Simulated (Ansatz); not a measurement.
Mulliken charges of AlHO₂, SMILES `[O]=[Al][OH]` from PBE/def2-TZVPP in Ansatz (PBE0-D4/def2-TZVP geometry).

```json
{"atom": "O1", "x (Å)": "-1.634", "y (Å)": "-1.287", "z (Å)": "-0.719", "charge (e)": "-0.455"}
{"atom": "Al2", "x (Å)": "-0.416", "y (Å)": "-0.429", "z (Å)": "-0.149", "charge (e)": "0.568"}
{"atom": "O3", "x (Å)": "0.880", "y (Å)": "0.406", "z (Å)": "0.483", "charge (e)": "-0.307"}
{"atom": "H4", "x (Å)": "1.170", "y (Å)": "1.309", "z (Å)": "0.385", "charge (e)": "0.195"}
```

By hand: the dipole of these point charges (1 e Å = 4.8032 D).

Σ q r = (0.465, 0.473, 0.169) e Å, of length 0.684 e Å = 3.29 D.

How does the dipole of the full density compare? (An estimate is asked.)

Computed: (0.687, 0.715, 0.244) e Å, 4.90 D; the point charges give 0.67 times that, at 1° from its direction.

Point charges leave out the atoms' own dipoles, such as those of lone pairs, and Mulliken's split depends on the basis, so the two needn't agree.
